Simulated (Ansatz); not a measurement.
# Molecular dynamics of HOSSi, charge -1

Input:

```yaml
crystal:
  periodic: [false, false, false]
  atoms:
    - { symbol: O, position_ang: [0.649951, 0.063454, 1.167787] }
    - { symbol: Si, position_ang: [0.226831, 0.187313, -0.484708] }
    - { symbol: S, position_ang: [-0.516242, -1.269521, 1.054611] }
    - { symbol: H, position_ang: [-1.031477, 1.163388, -0.359141] }
total_charge: -1
basis:
  gaussian: { orbitals: def2-SVP }
hamiltonian:
  xc: hf
md:
  timestep: 0.25
  n_steps: 266
  ensemble: nve
  temperature: 400.0
  initial_velocities: maxwell_boltzmann
  seed: 911654
  masses: [{ species: H, mass: 10.0 }]
scf:
  lower_state_search: "off"
```

Launched with:

```bash
$ ansatz run input.yaml --threads 1 --pin off --max-ram 2048MiB --backend cpu --events-out ev --progress --plain --runs-dir out
```

It goes on from the last frame of an earlier run, with new velocities.

Output, in part (one step line in 9, the closing report, with atoms numbered from 0):

```
md step     0: t =     0.00 fs  T =   400.0 K  F+E_penalty+E_count = -20724.19794973 eV  E_kin = 0.103408 eV  conserved = -20724.09454173 eV  (21 SCF iters)
md step     9: t =     2.25 fs  T =   432.0 K  F+E_penalty+E_count = -20724.20621367 eV  E_kin = 0.111669 eV  conserved = -20724.09454445 eV  (23 SCF iters)
md step    18: t =     4.50 fs  T =   422.6 K  F+E_penalty+E_count = -20724.20379559 eV  E_kin = 0.109251 eV  conserved = -20724.09454501 eV  (23 SCF iters)
md step    27: t =     6.75 fs  T =   371.0 K  F+E_penalty+E_count = -20724.19044971 eV  E_kin = 0.095908 eV  conserved = -20724.09454198 eV  (23 SCF iters)
md step    36: t =     9.00 fs  T =   291.2 K  F+E_penalty+E_count = -20724.16982231 eV  E_kin = 0.075286 eV  conserved = -20724.09453667 eV  (23 SCF iters)
md step    45: t =    11.25 fs  T =   209.7 K  F+E_penalty+E_count = -20724.14875036 eV  E_kin = 0.054219 eV  conserved = -20724.09453087 eV  (16 SCF iters)
md step    54: t =    13.50 fs  T =   154.4 K  F+E_penalty+E_count = -20724.13444712 eV  E_kin = 0.039919 eV  conserved = -20724.09452766 eV  (15 SCF iters)
md step    63: t =    15.75 fs  T =   140.9 K  F+E_penalty+E_count = -20724.13095233 eV  E_kin = 0.036424 eV  conserved = -20724.09452868 eV  (15 SCF iters)
md step    72: t =    18.00 fs  T =   165.7 K  F+E_penalty+E_count = -20724.13736010 eV  E_kin = 0.042828 eV  conserved = -20724.09453240 eV  (15 SCF iters)
md step    81: t =    20.25 fs  T =   211.0 K  F+E_penalty+E_count = -20724.14908851 eV  E_kin = 0.054552 eV  conserved = -20724.09453651 eV  (15 SCF iters)
md step    90: t =    22.50 fs  T =   256.5 K  F+E_penalty+E_count = -20724.16084711 eV  E_kin = 0.066308 eV  conserved = -20724.09453917 eV  (22 SCF iters)
md step    99: t =    24.75 fs  T =   287.7 K  F+E_penalty+E_count = -20724.16892232 eV  E_kin = 0.074382 eV  conserved = -20724.09454009 eV  (22 SCF iters)
md step   108: t =    27.00 fs  T =   298.5 K  F+E_penalty+E_count = -20724.17171758 eV  E_kin = 0.077177 eV  conserved = -20724.09454029 eV  (22 SCF iters)
md step   117: t =    29.25 fs  T =   288.8 K  F+E_penalty+E_count = -20724.16919505 eV  E_kin = 0.074656 eV  conserved = -20724.09453941 eV  (23 SCF iters)
md step   126: t =    31.50 fs  T =   262.1 K  F+E_penalty+E_count = -20724.16230754 eV  E_kin = 0.067770 eV  conserved = -20724.09453771 eV  (16 SCF iters)
md step   135: t =    33.75 fs  T =   225.6 K  F+E_penalty+E_count = -20724.15286278 eV  E_kin = 0.058327 eV  conserved = -20724.09453557 eV  (16 SCF iters)
md step   144: t =    36.00 fs  T =   189.7 K  F+E_penalty+E_count = -20724.14356415 eV  E_kin = 0.049031 eV  conserved = -20724.09453293 eV  (16 SCF iters)
md step   153: t =    38.25 fs  T =   167.1 K  F+E_penalty+E_count = -20724.13772545 eV  E_kin = 0.043195 eV  conserved = -20724.09453048 eV  (16 SCF iters)
md step   162: t =    40.50 fs  T =   169.6 K  F+E_penalty+E_count = -20724.13838097 eV  E_kin = 0.043852 eV  conserved = -20724.09452924 eV  (16 SCF iters)
md step   171: t =    42.75 fs  T =   203.0 K  F+E_penalty+E_count = -20724.14702175 eV  E_kin = 0.052492 eV  conserved = -20724.09453004 eV  (16 SCF iters)
md step   180: t =    45.00 fs  T =   263.4 K  F+E_penalty+E_count = -20724.16262038 eV  E_kin = 0.068087 eV  conserved = -20724.09453291 eV  (16 SCF iters)
md step   189: t =    47.25 fs  T =   336.7 K  F+E_penalty+E_count = -20724.18158196 eV  E_kin = 0.087045 eV  conserved = -20724.09453708 eV  (16 SCF iters)
md step   198: t =    49.50 fs  T =   403.0 K  F+E_penalty+E_count = -20724.19873435 eV  E_kin = 0.104193 eV  conserved = -20724.09454127 eV  (23 SCF iters)
md step   207: t =    51.75 fs  T =   442.4 K  F+E_penalty+E_count = -20724.20890861 eV  E_kin = 0.114364 eV  conserved = -20724.09454422 eV  (22 SCF iters)
md step   216: t =    54.00 fs  T =   440.9 K  F+E_penalty+E_count = -20724.20852000 eV  E_kin = 0.113975 eV  conserved = -20724.09454502 eV  (22 SCF iters)
md step   225: t =    56.25 fs  T =   395.4 K  F+E_penalty+E_count = -20724.19675966 eV  E_kin = 0.102217 eV  conserved = -20724.09454298 eV  (22 SCF iters)
md step   234: t =    58.50 fs  T =   315.6 K  F+E_penalty+E_count = -20724.17613914 eV  E_kin = 0.081601 eV  conserved = -20724.09453855 eV  (22 SCF iters)
md step   243: t =    60.75 fs  T =   222.6 K  F+E_penalty+E_count = -20724.15206739 eV  E_kin = 0.057534 eV  conserved = -20724.09453349 eV  (15 SCF iters)
md step   252: t =    63.00 fs  T =   142.1 K  F+E_penalty+E_count = -20724.13125533 eV  E_kin = 0.036726 eV  conserved = -20724.09452905 eV  (15 SCF iters)
md step   261: t =    65.25 fs  T =    96.0 K  F+E_penalty+E_count = -20724.11935201 eV  E_kin = 0.024825 eV  conserved = -20724.09452707 eV  (15 SCF iters)
md step   266: t =    66.50 fs  T =    89.6 K  F+E_penalty+E_count = -20724.11768828 eV  E_kin = 0.023161 eV  conserved = -20724.09452695 eV  (15 SCF iters)
Total energy: -20724.11768828 eV, -761.5972777326 hartree
Atom 0 at     0.555745     0.048469     1.195251 Å, force     1.040855     0.956350    -0.527874 eV/Å
Atom 1 at     0.192792     0.187689    -0.525634 Å, force     0.382849    -0.495573     1.161765 eV/Å
Atom 2 at    -0.478662    -1.273715     1.073081 Å, force    -0.845637    -0.813567    -0.394608 eV/Å
Atom 3 at    -0.905641     1.199752    -0.347355 Å, force    -0.578067     0.352791    -0.239283 eV/Å
Dipole moment:    -0.117625    -0.087035    -0.060930 e Å
```

The run went to its last step. The conserved energy stayed within 0.0037 meV per atom of its start (net change 0.0037 meV per atom), so the integration is sound. A run of 0.067 ps of so small a system gives no equilibrium averages. Limits of this set-up: an anion without diffuse functions, the dipole of an ion depends on the origin.

The same pairs are bonded in the first frame and the last. Pairs count as bonded within 1.25 times the sum of covalent radii (0.12 Å more for H–H).

Last frame:

```xyz
4
Properties=species:S:1:pos:R:3
O 0.556 0.049 1.195
Si 0.193 0.188 -0.526
S -0.479 -1.274 1.073
H -0.906 1.200 -0.347
```

Time of the run: 76 s on 1 thread of Arm Neoverse V2, on a shared host, peak memory 0.087 GiB.
